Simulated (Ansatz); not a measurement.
# AlF (triplet): the correlation ladder, aug-cc-pVDZ

How much of the correlation energy of AlF (triplet) does each wave-function method recover here?

Method: aug-cc-pVDZ, core rule «outside noble gas», up to 6 orbitals frozen; program: Ansatz 0.2.0, Gaussian basis.

To be run: UHF; CCSD(T) on ROHF; CCSD(T) on UHF; BCCD(T) on ROHF; CISD as a restricted active space (open shells left free, so some higher excitations enter); CCSDT(Q) on ROHF; CCSDT(Q) on UHF.

24 further runs of the same task are left out: 10 for a known fault of the program, 4 that didn't finish, 10 set aside as unsound or not needed. Runs told in other sessions of the task aren't counted.

## 1. What is computed

The geometry is a PBE0/def2-TZVPD stationary point (not a proven minimum) of the parent state, kept for this charge and spin.

2 atoms, charge 0, spin multiplicity 3.

Atoms are counted from 1 here; the program's logs count them from 0.

Bond lengths: Al1–F2 1.734 Å.

## 2. UHF

The input, in.yaml:

```yaml
crystal:
  periodic: [false, false, false]
  atoms:
    - {symbol: Al, position_ang: [0.000000, 0.000000, 0.000000]}
    - {symbol: F, position_ang: [0.000000, 0.000000, 1.734200]}
basis:
  gaussian: {orbitals: aug-cc-pVDZ}
magnetization: {spin_polarized: true, initial_magnetization: 2}
hamiltonian: {xc: hf}
output: {orbitals: {seedname: orbitals}}
```

Launch:

```console
ansatz run in.yaml --threads 1 --pin off --events-out ev --progress --plain --max-ram 2393MiB
```

After this run come: CCSD(T) on ROHF; CCSD(T) on UHF; BCCD(T) on ROHF; CISD as a restricted active space (open shells left free, so some higher excitations enter); CCSDT(Q) on ROHF; CCSDT(Q) on UHF.

Q: Predict the results of all the runs planned. Wanted: UCCSDT(Q) from the RHF energy; RMP2 from UCCSDT(Q); UMP2 from UCCSDT(Q); RCCSD from UCCSDT(Q); RCCSD(T) from UCCSDT(Q); UCCSD(T) from UCCSDT(Q); RCCSDT(Q) from UCCSDT(Q); T1 diagnostic.

As calculated:

| quantity | value |
| --- | --- |
| UCCSDT(Q) from the ROHF energy | -6.6821 eV |
| RMP2 from UCCSDT(Q) | +26.3 kJ/mol |
| UMP2 from UCCSDT(Q) | +25.9 kJ/mol |
| RCCSD from UCCSDT(Q) | +17.9 kJ/mol |
| RCCSD(T) from UCCSDT(Q) | +2.3 kJ/mol |
| UCCSD(T) from UCCSDT(Q) | +2.2 kJ/mol |
| RCCSDT(Q) from UCCSDT(Q) | +0.5 kJ/mol |
| levels within 1 kcal/mol (43 meV) | RCCSD(T), UCCSD(T), BCCD(T), RCCSDT, UCCSDT, RCCSDT(Q) |
| T1 diagnostic | 0.021 |

RCCSD(T) lands +2.3 kJ/mol from the yardstick (0.4 % of the correlation energy). These misses are within one basis, not against nature; the frozen cores of restricted and unrestricted runs differ, which can shift their rows.

With open shells the CI space here admits some higher excitations, so it is larger than plain CISD.
